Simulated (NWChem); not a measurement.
The numbers come from NWChem runs, not from measurements. System: ethanol (C2H6O), charge 0, spin multiplicity 1, at a geometry optimised with B3LYP/def2-SVP. Level: PBE0/def2-TZVPD.

Part of the output:

```
             Northwest Computational Chemistry Package (NWChem) 7.3.0
             --------------------------------------------------------

                                NWChem Input Module
                                -------------------

 Scaling coordinates for geometry "geometry" by  1.889725989
 (inverse scale =  0.529177249)

                             Geometry "geometry" -> ""
                             -------------------------

 Output coordinates in angstroms (scale by  1.889725989 to convert to a.u.)

  No.       Tag          Charge          X              Y              Z
 ---- ---------------- ---------- -------------- -------------- --------------
    1 C                    6.0000    -1.20340100     0.13643200     0.25063500
    2 C                    6.0000     0.07739000    -0.42639400    -0.35549500
    3 O                    8.0000     1.22870100     0.31321600    -0.00275500
    4 H                    1.0000    -2.08754000    -0.42787700    -0.08921100
    5 H                    1.0000    -1.33347600     1.19312400    -0.03170200
    6 H                    1.0000    -1.17892400     0.08035200     1.35322100
    7 H                    1.0000     0.18242600    -1.49778700    -0.08328900
    8 H                    1.0000     0.01932300    -0.38917000    -1.45594600
    9 H                    1.0000     1.32465500     0.27540200     0.95813200

 Effective nuclear repulsion energy (a.u.)      81.5052720398

            Nuclear Dipole moment (a.u.)
            ----------------------------
        X                 Y               Z
 ---------------- ---------------- ----------------
     0.0000113384    -0.0000000000     0.0000094486


 Summary of "ao basis" -> "" (spherical)
 ------------------------------------------------------------------------------
       Tag                 Description            Shells   Functions and Types
 ---------------- ------------------------------  ------  ---------------------
 *                         def2-tzvpd                 on all atoms

                                 NWChem DFT Module
                                 -----------------

 Summary of "ao basis" -> "ao basis" (spherical)
 ------------------------------------------------------------------------------
       Tag                 Description            Shells   Functions and Types
 ---------------- ------------------------------  ------  ---------------------
 C                         def2-tzvpd               13       37   6s3p3d1f
[...]
    86     -0.153871  3 O  pz                84      0.139202  3 O  px
    49      0.136518  2 C  pz               143      0.127293  7 H  s

 Vector   13  Occ=2.000000D+00  E=-2.908613D-01
              MO Center=  7.3D-01,  4.2D-02, -5.7D-03, r^2= 1.8D+00
   Bfn.  Coefficient  Atom+Function         Bfn.  Coefficient  Atom+Function
  ----- ------------  ---------------      ----- ------------  ---------------
    82      0.337369  3 O  py                85      0.288622  3 O  py
     5      0.285392  1 C  s                 81     -0.232584  3 O  px
    88      0.219374  3 O  py                51     -0.202677  2 C  py
    84     -0.198625  3 O  px               144     -0.169431  7 H  s
    87     -0.164350  3 O  px               143      0.154727  7 H  s

 Vector   14  Occ=0.000000D+00  E= 8.473709D-03
              MO Center=  2.6D-01, -2.1D-01,  8.5D-01, r^2= 9.0D+00
   Bfn.  Coefficient  Atom+Function         Bfn.  Coefficient  Atom+Function
  ----- ------------  ---------------      ----- ------------  ---------------
     5      3.713226  1 C  s                 43      2.234980  2 C  s
   135     -2.243825  6 H  s                 80     -1.534754  3 O  s
   144     -1.487581  7 H  s                 42      1.420883  2 C  s
   126     -1.254304  5 H  s                117     -1.092340  4 H  s
     6      0.833878  1 C  s                 90      0.614650  3 O  px

 Vector   15  Occ=0.000000D+00  E= 3.712667D-02
              MO Center= -5.2D-01,  4.7D-02,  2.1D-01, r^2= 1.1D+01
   Bfn.  Coefficient  Atom+Function         Bfn.  Coefficient  Atom+Function
  ----- ------------  ---------------      ----- ------------  ---------------
   117     -3.955558  4 H  s                  5      3.926830  1 C  s
   153     -3.473331  8 H  s                  6      2.488375  1 C  s
    52     -1.807610  2 C  pz                42      1.760427  2 C  s
   162      0.954012  9 H  s                 43     -0.925227  2 C  s
    80     -0.916568  3 O  s                 64     -0.804318  2 C  d -1

 Vector   16  Occ=0.000000D+00  E= 4.356117D-02
              MO Center= -2.5D-01, -5.6D-01, -3.1D-01, r^2= 1.1D+01
   Bfn.  Coefficient  Atom+Function         Bfn.  Coefficient  Atom+Function
  ----- ------------  ---------------      ----- ------------  ---------------
    43      5.067834  2 C  s                 80     -3.537447  3 O  s
     6     -3.008387  1 C  s                135      2.357716  6 H  s
   117     -1.961817  4 H  s                162      1.797645  9 H  s
   144     -1.660984  7 H  s                126      1.651844  5 H  s
   153     -1.638489  8 H  s                 42      1.589085  2 C  s

------------------------------------------------------------
EAF file 0: "./mol.aoints.0" size=524288 bytes
------------------------------------------------------------
               write      read    awrite     aread      wait
               -----      ----    ------     -----      ----
     calls:        1         9         0         0         0
   data(b): 5.24e+05  4.72e+06  0.00e+00  0.00e+00
   time(s): 0.00e+00  0.00e+00  0.00e+00  0.00e+00  0.00e+00
rate(mb/s): 0.00e+00  0.00e+00
------------------------------------------------------------

 center of mass
 --------------
 x =   0.12490582 y =   0.03112620 z =  -0.02651770

 moments of inertia (a.u.)
 ------------------
          54.501593987294         -10.803599769588          14.652179829432
         -10.803599769588         207.007564852157         -11.780179959685
          14.652179829432         -11.780179959685         210.196406086356

     Multipole analysis of the density
     ---------------------------------

     L   x y z        total         alpha         beta         nuclear
     -   - - -        -----         -----         ----         -------
     0   0 0 0     -0.000000    -13.000000    -13.000000     26.000000

     1   1 0 0     -0.426899     -0.213455     -0.213455      0.000011
     1   0 1 0     -0.286205     -0.143103     -0.143103     -0.000000
     1   0 0 1      0.404325      0.202158      0.202158      0.000009

     2   2 0 0    -16.352608    -61.950881    -61.950881    107.549155
     2   1 1 0     -0.418358     -2.329036     -2.329036      4.239714
     2   1 0 1      1.707299      4.679705      4.679705     -7.652112
     2   0 2 0    -15.315003    -18.497704    -18.497704     21.680406
     2   0 1 1      0.315323     -3.720626     -3.720626      7.756574
     2   0 0 2    -13.337717    -17.417997    -17.417997     21.498278

 Task  times  cpu:       43.5s     wall:       43.5s

 Total times  cpu:       43.5s     wall:       43.5s
```

Task: Write an NWChem input that would produce this output.

Result: Several could match; the one computed here: 
```
start mol
memory heap 200 mb stack 900 mb global 1100 mb
geometry units angstroms nocenter noautoz noautosym
  C     -1.203401     0.136432     0.250635
  C      0.077390    -0.426394    -0.355495
  O      1.228701     0.313216    -0.002755
  H     -2.087540    -0.427877    -0.089211
  H     -1.333476     1.193124    -0.031702
  H     -1.178924     0.080352     1.353221
  H      0.182426    -1.497787    -0.083289
  H      0.019323    -0.389170    -1.455946
  H      1.324655     0.275402     0.958132
end
basis spherical
  * library def2-tzvpd
end
dft
  xc pbe0
  semidirect memsize 60000000 filesize 0
  iterations 100
end
task dft energy
```
